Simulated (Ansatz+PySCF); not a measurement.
singlet HF: levels of theory in one basis

```xyz
2

H     0.0000    0.0000   -0.7454
F     0.0000    0.0000    0.0828
```

Basis set: 6-31G (spherical functions). Correlated methods keep 1 orbital frozen. Charge 0, multiplicity 1.

Computed with Ansatz (development build ahead of 0.2.0); each method stands on the lowest determinant of its kind that the runs found.

| method | E − E(RHF) (eV) | <S²> of the determinant |
| --- | --- | --- |
| RHF | 0.00 | 0.00 |
| RHF-CCSD | -3.42 | – |
| RHF-CCSD(T) | -3.43 | – |
| full CI (lowest root of this spin) | -3.44 | – |

**Question.** What does RHF-MP2 give on the same scale?

**Answer.** -3.34 eV.

**Question.** Is a single determinant a sound starting point here?

**Answer.** By this sign, yes. Unrestricted orbitals gain 0.00 eV and <S²> is 0.00 against 0.00 for a pure state.
